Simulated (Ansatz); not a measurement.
`OC1(F)COC1` → `OC1(O)CC1F`  (isomerisation)

Program: Ansatz. Geometries: PBE0-D4/def2-TZVP. ΔE: electronic, gas phase. CCSD(T)/CBS adds triple-zeta CCSD(T) − MP2 to the extrapolated MP2 energy (def2 sets, frozen cores). Functionals use def2-TZVPP. Each species was taken in one conformer, which may not be the lowest.

| species | PBE0-D4 energy (Eh) |
| --- | --- |
| `OC1(F)COC1` | -367.34136 |
| `OC1(O)CC1F` | -367.34396 |

Problem. Work out ΔE.

Solution. ΔE = (-367.34396) − (-367.34136) = -0.00260 Eh = -1.6 kcal/mol. CCSD(T)/CBS gives -0.4 kcal/mol.

Largest T1 diagnostic among the species: 0.011.

In def2-TZVPP, CCSD(T) changes the Hartree–Fock value by −1.1 kcal/mol (the triples alone add +0.0 kcal/mol) and MP2 by −2.8 kcal/mol.
